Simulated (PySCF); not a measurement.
# Shieldings and the share of exact exchange

Molecule: `C=CSC#N`, C$_{3}$H$_{3}$NS.

Cartesian coordinates in Å; atom numbers follow the order of the lines, from 1:
```xyz
8

C    -1.576    0.524   -0.085
C    -0.378   -0.005    0.158
S     1.074    0.554   -0.692
C     2.219   -0.521   -0.076
N     3.050   -1.234    0.315
H    -1.733    1.315   -0.824
H    -2.447    0.165    0.467
H    -0.210   -0.797    0.892
```

GIAO shieldings (ppm, equivalent atoms averaged) in PySCF on the PBE0-D3(BJ)/def2-SVP geometry, basis pcSseg-2, gas phase, non-relativistic:

| functional | exact exchange (%) | σ(S3) |
| --- | --- | --- |
| BLYP | 0 | 410.5 |
| BP86 | 0 | 429.7 |
| PBE | 0 | 434.7 |
| B3LYP | 20 | 432.2 |
| PBE0 | 25 | 460.6 |
| mPW1PW91 | 25 | 455.6 |
| HF | 100 | 516.8 |

Q: Fit each shielding as a line in the percentage of exact exchange.

A: σ(S3) = 426.1 + 0.93 x (rms 9.7 ppm). The functionals also differ in their semilocal parts, which the line can't hold; Hartree–Fock has no correlation at all.

Q: What does the line predict for BHandHLYP (50 %), and what does the run give?

A: σ(S3): 472.6 predicted, 461.5 computed ppm.
